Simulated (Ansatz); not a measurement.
Diamond was calculated with Hartree–Fock (plane waves, PAW; Ansatz, a quantum-chemistry and plane-wave program).

Settings: plane-wave cutoff 520 eV, 12×12×12 k mesh, scalar-relativistic PAW data made under PBE.

Computed at the level's own relaxed cell.

```yaml
crystal:
  lattice:
    - [0.00000, 1.77531, 1.77531]
    - [1.77531, 0.00000, 1.77531]
    - [1.77531, 1.77531, 0.00000]
  atoms:
    - { symbol: C, position: [0.50000, 0.50000, 0.50000] }
    - { symbol: C, position: [0.75000, 0.75000, 0.75000] }
```

Q: Give the elastic tensor (Voigt notation, GPa, ions relaxed, in the Cartesian axes of the cell as printed).

A: 
```
 1271.9   110.4   110.4     0.0     0.0     0.0
  110.4  1271.9   110.4     0.0     0.0     0.0
  110.4   110.4  1271.9     0.0     0.0     0.0
    0.0     0.0     0.0   672.4     0.0     0.0
    0.0     0.0     0.0     0.0   672.4     0.0
    0.0     0.0     0.0     0.0     0.0   672.4
```

Measured, for comparison: elastic constant C11 1081 GPa, elastic constant C12 125 GPa, elastic constant C44 579 GPa (low temperature, zero-point motion not removed; as tabulated in Tanner et al. (2021), arXiv:2110.11888). Computed (rounded) less measured: elastic constant C11 +18 %, elastic constant C12 -12 %, elastic constant C44 +16 %.
